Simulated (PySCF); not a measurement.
Compound: trans-1,2-difluoroethene, C2H2F2.
Cartesian coordinates in Å at the PBE0-D3(BJ)/def2-SVP level; atoms count from 1:
```
atom  x, y, z in Å
F1     0.830   -0.602   -1.435
C2     0.424    0.211   -0.467
C3    -0.424   -0.211    0.467
F4    -0.830    0.602    1.435
H5     0.835    1.223   -0.506
H6    -0.835   -1.223    0.506
```

Theory: MP2 and CCSD/aug-cc-pVDZ in PySCF, restricted Hartree–Fock reference, 4 core orbitals frozen, non-relativistic, gas phase, PBE0-D3(BJ)/def2-SVP geometry.

E(HF) = -275.76061 Eh.

Task: How large is the problem?

Result: 110 basis functions and 32 electrons; 4 orbitals frozen, which leaves o = 12 correlated occupied and v = 94 virtual orbitals. That is o·v = 1128 singles and o·v(o·v + 1)/2 = 636756 distinct closed-shell doubles amplitudes before symmetry; the costliest CCSD step grows as o²v⁴ = 1.1 × 10^10.

Task: What are the MP2 and CCSD correlation energies?

Result: MP2 -0.6722 Eh and CCSD -0.6946 Eh, which gives totals of -276.43278 and -276.45525 Eh. That is 0.788 eV for each correlated electron at CCSD (1824 kJ/mol in all, 0.251 % of the total energy); MP2 gives 96.8 % of the CCSD value.

Task: What is the T1 diagnostic?

Result: 0.0136, below the customary warning level of 0.02. It is the norm of the spatial-orbital singles amplitudes over the root of the number of correlated electrons, so the norm is 0.067.

Connected triples and the basis-set limit are missing.

The job also held the EOM ionisation and excitation roots. Time: 8.2 min. Hardware: one thread, Arm Neoverse V1, on a shared host.
